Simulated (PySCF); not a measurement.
# TDDFT excited states: C3H3OP

Species: C3H3OP.
SMILES: `C=CP=C=O`

Computed, not measured: PySCF, TDDFT PBE0/def2-SVPD, vertical, gas phase, core orbitals frozen in the response. Geometry: GFN2-xTB, one conformer, isolated molecule. Torsions of this conformer, `[CH2:1]=[CH:2][P:3]=[C:4]=[O:5]`: C1–C2–P3–C4 180°.

Question: Predict the UV-vis stick spectrum at this level.

Answer: 

```csv
state,E (eV),ν̃ (cm⁻¹),f,|μ| (D),symmetry,"main configurations (H = HOMO, L = LUMO)"
S1,2.73,22050,0.0005,0.23,–,H→L (99%)
S2,4.82,38840,0.069,1.94,A′,"H→L+1 (60%), H-1→L (38%)"
S3,5.57,44890,0.146,2.63,A′,"H→L+2 (78%), H→L+1 (10%)"
S4,5.75,46400,0.0012,0.24,–,"H-2→L (83%), H→L+3 (10%)"
S5,5.89,47480,0.0000,0.03,–,"H→L+3 (82%), H-2→L (12%)"
S6,6.13,49450,0.019,0.91,A″,H→L+4 (90%)
S7,6.40,51590,0.0054,0.47,A″,H-1→L+1 (97%)
S8,6.49,52310,0.450,4.28,A′,"H-1→L (45%), H→L+1 (24%), H→L+2 (12%)"
```

Triplets, Tamm–Dancoff:

```
state  E (eV)  λ (nm)  main configurations (H = HOMO, L = LUMO)
   T1    2.37   523.3                                 H→L (98%)
   T2    3.23   383.7                               H→L+1 (94%)
   T3    4.16   297.7                H→L+2 (76%), H-2→L+1 (15%)
```

The lowest singlet comes at 454 nm (264 kJ/mol) in the visible; it is very weak; its leading configuration is HOMO→LUMO (99%). The strongest level in the table is S8 at 6.49 eV (191 nm, f = 0.450). It is the last of those listed, so stronger ones may follow. Löwdin shares by element: HOMO carbon 36% or more, phosphorus 35%, oxygen 14% (atoms not listed hold the other 15%); LUMO carbon 47% or more, oxygen 29%, phosphorus 20%. The listed states span 3.75 eV, and the widest gap between neighbours is 2.08 eV (S1 to S2). Of the 8 states listed, 4 reach f = 0.01 and 1 stays under 0.0005. Orbital energies (eV): HOMO-3 -11.08, HOMO-2 -9.20, HOMO-1 -8.80, HOMO -6.52, LUMO -2.01, LUMO+1 -0.87, LUMO+2 0.07. S1 lies in the visible range (380 to 750 nm), at 454 nm, f = 0.0005; light of that wavelength is blue, and its complementary colour is yellow; a Tamm–Dancoff triplet lies at 523 nm, without intensity as long as spin–orbit coupling is left out. Symmetry labels in Cs follow from the direction of the transition dipole and are given only for states with f of 0.002 or more. Singlets were solved by full linear response, triplets in the Tamm–Dancoff approximation.
